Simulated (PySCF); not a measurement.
Electrostatic solvation of a mixed set.

Computed with PySCF at PBE0/pcSseg-1, non-relativistic, each on one gas-phase PBE0-D3(BJ)/def2-SVP geometry that isn't relaxed in the solvent. The solvent is an IEF-PCM continuum (van der Waals radii × 1.2). Only the electrostatic response of the medium enters.

**Question.** Order them by E(solvent) − E(gas) in chloroform (ε = 4.711), most negative first (kcal/mol).
A. `[CH3:1][c:2]1[cH:3][cH:4][cH:5][cH:6][c:7]1[OH:8]` with C6–C7–O8–H 180°
B. `[CH3:1][O:2][c:3]1[cH:4][cH:5][cH:6][cH:7][cH:8]1` with C1–O2–C3–C4 180° (anisole)
C. `C(#N)c1nscn1`

**Answer.** C (-5.8), A (-4.3), B (-3.2).

```json
{"SMILES": "N#Cc1ncsn1", "charge": "0", "ΔE (kcal/mol)": "-5.8", "polarisation term (kcal/mol)": "-6.8", "HOMO shift (eV)": "+0.17", "dipole gas (D)": "5.53", "dipole solvent (D)": "6.83", "atoms": "8"}
{"SMILES": "Cc1ccccc1O", "charge": "0", "ΔE (kcal/mol)": "-4.3", "polarisation term (kcal/mol)": "-4.7", "HOMO shift (eV)": "-0.05", "dipole gas (D)": "1.76", "dipole solvent (D)": "2.22", "atoms": "16"}
{"SMILES": "COc1ccccc1", "charge": "0", "ΔE (kcal/mol)": "-3.2", "polarisation term (kcal/mol)": "-3.5", "HOMO shift (eV)": "-0.07", "dipole gas (D)": "1.42", "dipole solvent (D)": "1.73", "atoms": "16"}
```

The polarisation term is half the interaction of the solute with the induced surface charges.
